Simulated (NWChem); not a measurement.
## Ionisation of hydroxide (HO (-1))

```
O
H 1 0.9806
```
Charge -1, spin multiplicity 1.

Everything below was run with NWChem. All single points use one geometry, from PBE0/def2-SVP, a minimum by its harmonic frequencies.

Basis set: def2-TZVPD. −ε marks an orbital energy of the parent.

B3LYP has NWChem's definition, with VWN1-RPA local correlation. The anion's geometry comes from a basis without diffuse functions.

**Question.** One of these methods gave a first vertical ionisation energy of 2.98 eV. Which?
(A) −ε(HOMO) of B3LYP
(B) −ε(HOMO) of PBE
(C) −ε(HOMO) of M06-2X
(D) −ε(HOMO) of HF

**Answer.** D, −ε(HOMO) of HF. The others give -0.93 (−ε(HOMO) of B3LYP), -2.11 (−ε(HOMO) of PBE), 0.75 (−ε(HOMO) of M06-2X).
